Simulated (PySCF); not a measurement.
**LiC⁻: from constants to spectrum**

ROHF constants of LiC⁻, ³Σ⁻ (triplet), unpaired electrons π ↑↑ (basis Li aug-cc-pVDZ-DK, C aug-cc-pVDZ-DK; spin-free X2C with a Gaussian nucleus; PySCF 2.14; masses 7.0160 and 12.0000 u):

| Property | Result |
| --- | --- |
| ωe | 172.9 cm⁻¹ |
| ωexe | 9.56 cm⁻¹ |
| Be | 0.59892 cm⁻¹ |
| αe | 0.0401 cm⁻¹ |

(1) What force constant and bond length do these constants imply?

(2) Estimate the centrifugal constant D from the Kratzer relation and find the Dunham coefficient a1.

UHF is strongly spin-contaminated for LiC⁻, so the ROHF reference used there is far from stable. Hartree–Fock leaves out correlation, which carries a large part of most bond energies and some tenths to 1 eV of ionisation energies. The state is the lowest determinant that a PBE0 search found; another state may lie lower at other levels.

Answers

(1) Reduced mass μred = 4.4274 u; k = 5.8918×10⁻⁷·μred·ωe² (u, cm⁻¹, mdyn/Å) = 0.0780 mdyn/Å; Re = √(16.8576/(μred·Be)) (u, cm⁻¹, Å) = 2.521 Å.

(2) D = 4Be³/ωe² = 2.87e-05 cm⁻¹; a1 = −1 − αeωe/(6Be²) = -4.22.
